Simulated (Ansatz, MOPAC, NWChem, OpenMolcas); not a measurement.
A ladder of methods for SiNH4 (SMILES [NH][SiH3])

SiNH4, doublet, SMILES `[NH][SiH3]`. Each level relaxes the structure for itself.

Each level gives the highest harmonic wavenumber at each level's own minimum (cm⁻¹). The values are calculated.

| level | kind | program | value (cm⁻¹) |
| --- | --- | --- | --- |
| AM1 | semi-empirical | MOPAC | 3565 |
| MNDO | semi-empirical | MOPAC | 3660 |
| PM3 | semi-empirical | MOPAC | 3521 |
| MNDOD | semi-empirical | MOPAC | 3579 |
| UHF/3-21G | Hartree–Fock | OpenMolcas | 3535 |
| UHF/6-31G* (spherical functions) | Hartree–Fock | NWChem | 3691 |
| UHF/6-31G* (Cartesian functions) | Hartree–Fock | OpenMolcas | 3695 |
| UB3LYP-D3(BJ)/def2-SVP | global hybrid | NWChem | 3432 |
| UPBE0-D4/def2-TZVP | global hybrid | Ansatz | 3480 |
| UB3LYP/6-31G* (Cartesian functions) | global hybrid | OpenMolcas | 3419 |

Harmonic and unscaled. The values span 3419 to 3695 cm⁻¹.
